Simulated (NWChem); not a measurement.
Molecule: Li$_{2}$; SMILES [Li][Li]

```xyz
2

Li     0.0000     0.0000    -1.3635
Li     0.0000     0.0000     1.3635
```
Atoms are numbered in this order, from 1.

All runs: NWChem. Geometry optimised at B3LYP/6-31G*; all other runs use it. Pople sets run with spherical d functions.

```tsv
quantity	level	value
highest occupied level (eV)	TPSSh/def2-TZVP	?
vertical, lowest triplet (eV)	B3LYP/def2-SVPD, TDA	?
isotropic polarisability (bohr³), static	PBE0/Sadlej pVTZ	200.9
absolute shielding σ Li1 (ppm)	Hartree-Fock/6-31G*, GIAO	100.3
−ε(HOMO) (eV)	M06-2X/def2-SVP	?
highest harmonic frequency (cm⁻¹)	B3LYP/6-31G*	342
```

Complete the blanks.


- highest occupied level (eV), value: -3.50
- vertical, lowest triplet (eV), value: 1.10
- −ε(HOMO) (eV), value: 4.22
